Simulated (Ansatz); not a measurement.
# Heat of formation of C6H6 (benzene) from total energies

The species is C6H6 (12 atoms), meant as a singlet with charge 0. SMILES: `c1ccccc1`. The coordinates come from a PBE0-D4/def2-TZVP relaxation.

Total energies at r2SCAN/def2-SVP (Ansatz 0.2.0); the atoms run unrestricted:

| species | state | energy (Eh) |
| --- | --- | --- |
| C6H6 | singlet | -231.936082 |
| C | triplet | -37.787389 |
| H | doublet | -0.499209 |

Harmonic wavenumbers at HF/6-31G*, in cm⁻¹: 453, 453, 665, 665, 765, 777, 961, 961, 1083, 1096, 1100, 1100, 1136, 1142, 1142, 1197, 1294, 1294, 1351, 1508, 1652, 1652, 1797, 1797, 3348, 3359, 3359, 3378, 3378, 3389.

Measured heats of formation of the gaseous atoms at 298.15 K, in kJ/mol: C 716.9, H 218.0. Spin-orbit lowering of the atoms at 298 K (mean of the ground term's levels less their thermal mean, from spectra), in kJ/mol: C 0.02. Take 1 Eh = 2625.50 kJ/mol, 1 cm⁻¹ = 0.0119627 kJ/mol, RT = 2.479 kJ/mol.

Q: Work out the heat of formation of the gas at 298 K.

A: 
1. Electronic atomisation energy: 6 × (-37.787389) + 6 × (-0.499209) − (-231.936082) = 2.216494 Eh = 5819.4 kJ/mol.
2. Zero-point energy: half the sum of the wavenumbers, 23626 cm⁻¹ = 282.6 kJ/mol.
3. Thermal vibrational enthalpy, Σ hcν̃/(exp(hcν̃/kT) − 1): 3.3 kJ/mol. Translation, rotation and pV of a non-linear molecule: 4 RT = 9.9 kJ/mol.
4. The 12 free atoms carry 5/2 RT each: 74.4 kJ/mol.
5. Spin-orbit coupling lowers the free atoms by 6 × 0.02 = 0.1 kJ/mol.
6. Atomisation enthalpy at 298 K: 5819.4 − 0.1 − 282.6 − 3.3 − 9.9 + 74.4 = 5597.9 kJ/mol.
7. Sum of the atoms' heats of formation: 5609.4 kJ/mol. Heat of formation: 5609.4 − 5597.9 = +11.5 kJ/mol.

The tabulated value is +83.2 kJ/mol (Active Thermochemical Tables), so this level is off by -71.7 kJ/mol, or 1.3 % of the atomisation enthalpy that the table implies (5526.1 kJ/mol). Anharmonicity and any spin-orbit splitting of the molecule are left out.
